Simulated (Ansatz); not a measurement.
Two isomers of C4H6S: A = `C=C1CCS1`, B = `C=C(C)C=S`.

Computed with Ansatz on PBE0-D4/def2-TZVP structures; ΔE is electronic, products minus reactants. CCSD(T)/CBS adds triple-zeta CCSD(T) − MP2 to the extrapolated MP2 energy (def2 sets, frozen cores). DFT in def2-TZVPP. B3LYP here is the variant with VWN-RPA as its local correlation; programs differ in this. Each species was taken in one conformer, which may not be the lowest.

Which isomer does CCSD(T)/CBS put lower? Give the gap. (Estimate.)

The calculation gave: B, by 4.0 kcal/mol.

Give E(B) − E(A) in kcal/mol with MP2/def2-TZVPP, CCSD(T)/def2-SVP, B2PLYP, PBE-D4, BLYP-D4, CCSD(T)/def2-TZVPP, B3LYP. (Best estimate.)

Ansatz gave: MP2/def2-TZVPP -3.7, CCSD(T)/def2-SVP -8.1, B2PLYP -5.6, PBE-D4 -2.0, BLYP-D4 -7.7, CCSD(T)/def2-TZVPP -4.7, B3LYP -6.0. None reverses the order clearly.

Does the order hold for the free energy at 298.15 K (harmonic terms from PBE0-D4)? (Best estimate.)

The calculation gave: Yes: G(B) − G(A) = -4.8 kcal/mol, for one conformer each. Modes under 60 cm⁻¹, often nearly free rotors, make the harmonic entropy too high.

Largest T1 diagnostic: 0.015.

At CCSD(T), def2-SVP lies −4.0 kcal/mol from the extrapolated value and def2-TZVPP −0.7 kcal/mol. Leaving LDA and LC-ωPBE aside and taking each functional with its dispersion term where it has one, the values, not all of them listed here, spread over 8.1 kcal/mol, from BLYP-D4 to ωB97X-V. LDA lies +3.0 kcal/mol from PBE without D4.
